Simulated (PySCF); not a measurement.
Isomers of C6H10.

All values: B3LYP/def2-SVPD (PySCF) at GFN2-xTB geometries, gas phase, one conformer each. Core orbitals are frozen in the response; Δα² is half the sum of the squared differences of the principal polarisabilities.

Task: Rank by HOMO energy, highest first.
A. `C[C@H]1CC12CC2`
B. `[CH2:1]=[CH:2][CH2:3]/[CH:4]=[CH:5]\[CH3:6]` with C1–C2–C3–C4 -117°, C2–C3–C4–C5 -111°
C. `[CH2:1]=[CH:2][CH2:3][C:4](=[CH2:5])[CH3:6]` with C1–C2–C3–C4 119°, C2–C3–C4–C5 109° (2-methyl-1,4-pentadiene)
D. `[CH2:1]=[CH:2]/[C:3]([CH3:4])=[CH:5]/[CH3:6]` with C1–C2–C3–C4 0°
E. `[CH3:1][C@H:2]1[CH:3]=[CH:4][CH2:5][CH2:6]1` with C1–C2–C3–C4 133°, C3–C4–C5–C6 -12°, C4–C5–C6–C2 18°, C1–C2–C6–C5 -139°

Result: D (-6.20 eV), E (-6.69 eV), B (-6.82 eV), C (-7.00 eV), A (-7.39 eV).

Task: Rank by HOMO–LUMO gap, highest first.
A. `[CH3:1][C@H:2]1[CH:3]=[CH:4][CH2:5][CH2:6]1` with C1–C2–C3–C4 133°, C3–C4–C5–C6 -12°, C4–C5–C6–C2 18°, C1–C2–C6–C5 -139°
B. `C[C@H]1CC12CC2`
C. `[CH2:1]=[CH:2][CH2:3][C:4](=[CH2:5])[CH3:6]` with C1–C2–C3–C4 119°, C2–C3–C4–C5 109°
D. `[CH2:1]=[CH:2]/[C:3]([CH3:4])=[CH:5]/[CH3:6]` with C1–C2–C3–C4 0°

Result: B (8.03 eV), A (7.01 eV), C (6.71 eV), D (5.49 eV).

Task: Rank by mean static polarisability, highest first.
A. `[CH2:1]=[CH:2][CH2:3]/[CH:4]=[CH:5]\[CH3:6]` with C1–C2–C3–C4 -117°, C2–C3–C4–C5 -111°
B. `[CH2:1]=[CH:2][CH2:3][C:4](=[CH2:5])[CH3:6]` with C1–C2–C3–C4 119°, C2–C3–C4–C5 109° (2-methyl-1,4-pentadiene)
C. `[CH3:1][C@H:2]1[CH:3]=[CH:4][CH2:5][CH2:6]1` with C1–C2–C3–C4 133°, C3–C4–C5–C6 -12°, C4–C5–C6–C2 18°, C1–C2–C6–C5 -139°
D. `[CH2:1]=[CH:2]/[C:3]([CH3:4])=[CH:5]/[CH3:6]` with C1–C2–C3–C4 0°

Result: D (11.86 Å³), A (11.36 Å³), B (11.10 Å³), C (10.27 Å³).

All values together:

```json
{"SMILES": "C[C@H]1CC12CC2", "μ (D)": "0.11", "HOMO (eV)": "-7.39", "LUMO (eV)": "0.64", "α (Å³)": "10.23", "Δα (Å³)": "2.14"}
{"SMILES": "C=CCC(=C)C", "μ (D)": "0.28", "HOMO (eV)": "-7.00", "LUMO (eV)": "-0.29", "α (Å³)": "11.10", "Δα (Å³)": "5.31"}
{"SMILES": "C=C/C(C)=C/C", "μ (D)": "0.74", "HOMO (eV)": "-6.20", "LUMO (eV)": "-0.71", "α (Å³)": "11.86", "Δα (Å³)": "8.63"}
{"SMILES": "C=CC/C=C\\C", "μ (D)": "0.51", "HOMO (eV)": "-6.82", "LUMO (eV)": "-0.17", "α (Å³)": "11.36", "Δα (Å³)": "6.98"}
{"SMILES": "C[C@H]1C=CCC1", "μ (D)": "0.23", "HOMO (eV)": "-6.69", "LUMO (eV)": "0.31", "α (Å³)": "10.27", "Δα (Å³)": "3.35"}
```

Conformers: `[CH2:1]=[CH:2][CH2:3][C:4](=[CH2:5])[CH3:6]` with C1–C2–C3–C4 119°, C2–C3–C4–C5 109°; `[CH2:1]=[CH:2]/[C:3]([CH3:4])=[CH:5]/[CH3:6]` with C1–C2–C3–C4 0°; `[CH2:1]=[CH:2][CH2:3]/[CH:4]=[CH:5]\[CH3:6]` with C1–C2–C3–C4 -117°, C2–C3–C4–C5 -111°; `[CH3:1][C@H:2]1[CH:3]=[CH:4][CH2:5][CH2:6]1` with C1–C2–C3–C4 133°, C3–C4–C5–C6 -12°, C4–C5–C6–C2 18°, C1–C2–C6–C5 -139°.
